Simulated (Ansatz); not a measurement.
**Molybdenum, bcc under r²SCAN: testing the cold (Marzari-Vanderbilt) smearing**

How small must the cold (Marzari-Vanderbilt) smearing width be for energy and pressure to settle? The geometry was relaxed under r²SCAN beforehand and stays fixed; 7 values are run, from 0.01 to 1.0 eV. Wanted are the values from which on the energy stays within 10 and 1 meV/atom, and the pressure within 0.5 GPa, of the narrowest run. Within the series other settings stay, but some runs also write fields, which adds to their time. Spin polarisation is left out.

Method: DFT r²SCAN, plane waves with PAW, scalar-relativistic, in Ansatz 0.2.0.

**1. Starting point**

The structure is cubic, space group Im-3m (No. 229). Conventional cell: a = 3.153 Å, b = 3.153 Å, c = 3.153 Å, α = 90.00°, β = 90.00°, γ = 90.00°. Mo (site symmetry m-3m) is surrounded by 8 Mo at 2.73 Å.

Coordinates:

```cif
data_structure
_symmetry_space_group_name_H-M 'P 1'
_symmetry_Int_Tables_number 1
_cell_length_a 2.7304
_cell_length_b 2.7304
_cell_length_c 2.7304
_cell_angle_alpha 109.471
_cell_angle_beta 109.471
_cell_angle_gamma 109.471
_cell_volume 15.67
loop_
_atom_site_label
_atom_site_type_symbol
_atom_site_fract_x
_atom_site_fract_y
_atom_site_fract_z
_atom_site_occupancy
Mo1 Mo 0.00000 0.00000 0.00000 1
```

**2. With a width of 0.01 eV**

The run at 0.01 eV.

File input.yaml:

```yaml
crystal:
  lattice:
    - [-1.5764210372, 1.5764210372, 1.5764210372]
    - [1.5764210372, -1.5764210372, 1.5764210372]
    - [1.5764210372, 1.5764210372, -1.5764210372]
  atoms:
    - { symbol: Mo, position: [0.0, 0.0, 0.0] }
hamiltonian:
  xc: r2scan
  pseudopotentials:
    kind: paw
    azcp:
      Mo: "pseudopotentials/Mo.paw.azcp"
basis:
  ecutwfc: 500
  fft_grid_basis: typed
kpoints:
  mp_grid: { grid: [14, 14, 14], shift: [0, 0, 0] }
magnetization:
  spin_polarized: false
scf:
  occupations: { method: cold, width: 0.01 }
  lower_state_search: "off"
output:
  stress: true
```

Launch:

```
$ ansatz run input.yaml --threads 2 --pin off --max-ram 5120MiB --backend cpu --events-out ev --progress --plain --runs-dir out
```

**3. With a width of 0.03 eV**

The run at 0.03 eV.

input.yaml, as its differences from that of step 2:

```diff
@@ -21,3 +21,3 @@
 scf:
-  occupations: { method: cold, width: 0.01 }
+  occupations: { method: cold, width: 0.03 }
   lower_state_search: "off"
```

**4. With a width of 0.1 eV**

The run at 0.1 eV.

input.yaml, as its differences from that of step 3:

```diff
@@ -21,3 +21,3 @@
 scf:
-  occupations: { method: cold, width: 0.03 }
+  occupations: { method: cold, width: 0.1 }
   lower_state_search: "off"
```

**5. With a width of 0.2 eV**

The run at 0.2 eV.

input.yaml, as its differences from that of step 4:

```diff
@@ -21,3 +21,3 @@
 scf:
-  occupations: { method: cold, width: 0.1 }
+  occupations: { method: cold, width: 0.2 }
   lower_state_search: "off"
```

**6. With a width of 0.3 eV**

The run at 0.3 eV.

input.yaml, as its differences from that of step 5:

```diff
@@ -21,3 +21,3 @@
 scf:
-  occupations: { method: cold, width: 0.2 }
+  occupations: { method: cold, width: 0.3 }
   lower_state_search: "off"
```

**7. With a width of 0.6 eV**

The run at 0.6 eV.

input.yaml, as its differences from that of step 6:

```diff
@@ -21,3 +21,3 @@
 scf:
-  occupations: { method: cold, width: 0.3 }
+  occupations: { method: cold, width: 0.6 }
   lower_state_search: "off"
@@ -25 +25,5 @@
   stress: true
+  write_density: true
+  write_potential: true
+  elf: true
+  volumetric_format: npy
```

**8. With a width of 1.0 eV**

The run at 1.0 eV.

input.yaml, as its differences from that of step 7:

```diff
@@ -21,3 +21,3 @@
 scf:
-  occupations: { method: cold, width: 0.6 }
+  occupations: { method: cold, width: 1.0 }
   lower_state_search: "off"
```

(Steps that only read results are left out.)

What does the calculation give?

**Answer**, as computed:

| quantity | value |
| --- | --- |
| E(σ → 0) stays within 10 meV/atom of 0.01 eV | up to 0.3 eV |
| E(σ → 0) stays within 1 meV/atom | up to 0.1 eV |
| pressure stays within 0.5 GPa | up to 0.3 eV |
| pressure at 0.01 eV | 0.10 GPa |
| energy of a separate run on a finer mesh (23×23×23) | -15.6 meV/atom from 0.01 eV |

What this shows: The far end, 1.0 eV, lies -36.0 meV/atom and -2.3 GPa from the yardstick. Over the range F shifts by +5.1 meV/atom, while E(σ → 0) shifts by -36.0. This scheme cancels the term in the square of the width, so F moves little up to 0.2 eV. The mesh (14×14×14) is fixed, so the narrowest widths carry a k-point error of their own. The yardstick itself is unsettled by 15.6 meV/atom against the finer mesh, so the thresholds above hold only within this series, and wider smearing, which averages over more states, can land nearer the fine-mesh value than the narrowest does.
